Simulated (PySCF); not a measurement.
## BO⁻: everyday levels beside a composite calculation

PySCF; the state is a singlet (closed shell). The composite is CCSD(T) extrapolated to the basis-set limit from two correlation-consistent sets, with core-valence (CV) and scalar-relativistic (SR) terms as its label shows; it has no spin–orbit coupling and nothing beyond (T). Here it is CCSD(T)/CBS(TQ)+CV+SR. It gives Re = 1.236 Å, ωe = 1724 cm⁻¹ and De = 9.53 eV to B + O⁻.

```tsv
level	basis	relativity	Re (Å)	ωe (cm⁻¹)	De (eV)
RHF-SCS-MP2	def2-TZVPPD	no relativity	1.247	1691	9.57
LDA	def2-SVPD	no relativity	1.237	1738	10.73
PBE	def2-TZVPPD	no relativity	1.245	1680	9.61
PW91	aug-pcseg-1	no relativity	1.249	1676	9.58
r²SCAN	aug-pcseg-1	no relativity	1.242	1722	9.44
M06-L	aug-pcseg-1	no relativity	1.239	1740	9.45
PBE0	def2-SVPD	no relativity	1.236	1763	9.53
M06	aug-pcseg-1	no relativity	1.238	1750	9.33
ωB97X	def2-SVPD	no relativity	1.236	1766	9.46
LC-ωPBE	aug-pcseg-1	no relativity	1.237	1766	9.35
```

**Question.** Give the difference of each row from the composite.

**Answer.** 

| level | basis | ΔRe (pm) | Δωe (%) | ΔDe (eV) |
| --- | --- | --- | --- | --- |
| RHF-SCS-MP2 | def2-TZVPPD | +1.1 | -1.9 | +0.04 |
| LDA | def2-SVPD | +0.1 | +0.8 | +1.20 |
| PBE | def2-TZVPPD | +0.9 | -2.6 | +0.08 |
| PW91 | aug-pcseg-1 | +1.3 | -2.8 | +0.05 |
| r²SCAN | aug-pcseg-1 | +0.6 | -0.1 | -0.09 |
| M06-L | aug-pcseg-1 | +0.3 | +0.9 | -0.08 |
| PBE0 | def2-SVPD | +0.0 | +2.3 | +0.00 |
| M06 | aug-pcseg-1 | +0.2 | +1.5 | -0.20 |
| ωB97X | def2-SVPD | +0.0 | +2.4 | -0.07 |
| LC-ωPBE | aug-pcseg-1 | +0.1 | +2.4 | -0.18 |

**Question.** Which rows come closest in De?

**Answer.** PBE0 in def2-SVPD (+0.00 eV), counted from the composite.

Correlated steps freeze 2 core orbitals. For an ion De counts to the pair picked by the measured ionisation energies or electron affinities, which need not be the lowest pair at this level. Where the molecule has an RHF reference, its open-shell atoms are computed with UHF. The highest Kohn–Sham level is positive in some of these anions. Much of that is self-interaction error, but it also means that the finite basis helps to hold the extra electron.
